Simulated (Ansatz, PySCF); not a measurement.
This Ansatz (a program for electronic structure) input computes a SVWN5/def2-TZVPD energy:

Ansatz 0.2 input:
```yaml
crystal:
  periodic: [false, false, false]
  atoms:
    - {symbol: C, position_ang: [0.00340141, -0.00638779, -1.24205632]}
    - {symbol: Si, position_ang: [-0.00173623, 0.00326060, 0.63399891]}
    - {symbol: H, position_ang: [0.01183572, -1.02821844, -1.62563804]}
    - {symbol: H, position_ang: [-0.88242631, 0.49513333, -1.63592148]}
    - {symbol: H, position_ang: [0.88398944, 0.50792232, -1.63114986]}
    - {symbol: H, position_ang: [-0.01319887, 1.39426270, 1.14918674]}
    - {symbol: H, position_ang: [-1.20047879, -0.69691575, 1.15669009]}
    - {symbol: H, position_ang: [1.20417751, -0.67950585, 1.16318579]}
basis:
  gaussian:
    orbitals: def2-TZVPD
hamiltonian:
  xc: {name: SVWN5}
output: {forces: true}
```

### Question
Write an input for the same energy in PySCF and say what it gives.

### Answer

```python
from pyscf import gto, scf, dft

mol = gto.M(
    atom='''
    C     0.00340141   -0.00638779   -1.24205632
    Si   -0.00173623    0.00326060    0.63399891
    H     0.01183572   -1.02821844   -1.62563804
    H    -0.88242631    0.49513333   -1.63592148
    H     0.88398944    0.50792232   -1.63114986
    H    -0.01319887    1.39426270    1.14918674
    H    -1.20047879   -0.69691575    1.15669009
    H     1.20417751   -0.67950585    1.16318579
    ''',
    basis='def2-tzvpd',
    charge=0,
    spin=0,
    verbose=4,
)

mf = dft.RKS(mol, xc='svwn').density_fit(auxbasis='def2-universal-jkfit')
mf.grids.level = 3
mf.conv_tol = 1e-9
mf.max_cycle = 100
mf.max_memory = 1500
mf.kernel()
if not mf.converged:
    mf = mf.newton()
    mf.kernel(mf.make_rdm1())
mf.analyze()
```
It gives -329.64436 Eh, and Ansatz -329.64429 Eh, a difference of 0.07 mEh, from the treatment of integrals and grids.
